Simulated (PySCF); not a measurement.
**Do core-level shifts follow atomic charges?**

Species: C3H2ClNS.
Z-matrix (Å and degrees, PBE0-D3(BJ)/def2-SVP geometry), rows numbered from 1:
```
Cl
C   1  1.7162
C   2  1.3715  1  123.80
S   3  1.7152  2  108.84  1   179.94
C   4  1.7269  3   89.19  2     0.09
N   5  1.2976  4  115.23  3    -0.09
H   3  1.0871  2  128.36  1    -0.03
H   5  1.0920  4  120.79  3   179.99
```

Binding energies: delta-SCF UKS SCAN, pcX-2 on the ionised atom, pcseg-1 elsewhere, spin-free X2C in PySCF. Charges: PBE0/pcSseg-1 ground-state density, for the ionised atom.

```csv
atom,environment,C 1s (eV),Mulliken (e),IAO (e),Hirshfeld (e),ESP (e)
C3,aromatic CH next to a ring sulfur,291.33,-0.261,-0.359,-0.100,-0.248
C5,aromatic CH next to a ring nitrogen,292.22,-0.037,-0.156,+0.002,+0.104
C2,aromatic C–Cl carbon,292.86,+0.160,+0.060,+0.037,+0.225
```

Task: How well does each charge scheme correlate with the binding energies over these sites?

Result: Mulliken: r = 1.00, slope 3.7 eV per e; IAO: r = 0.99, slope 3.6 eV per e; Hirshfeld: r = 0.98, slope 10.7 eV per e; ESP: r = 0.98, slope 3.1 eV per e. On 3 points no scheme stands out.

Task: The point-charge model writes a binding energy as kq + V + constant, with V the potential of the other atoms' charges at the site. What does it give with the ESP charges?

Result: V = Σ 14.40 eV Å × q/r over all other atoms: +3.75 eV at C3, -1.56 eV at C5, -4.59 eV at C2. Fitting binding energy − V to q gives k = 20.1 eV per e and leaves an rms residual of 0.53 eV, against 0.12 eV for the fit on q alone. The model has no term for differences in relaxation between sites.

Isolated species at its PBE0-D3(BJ)/def2-SVP geometry, gas phase.
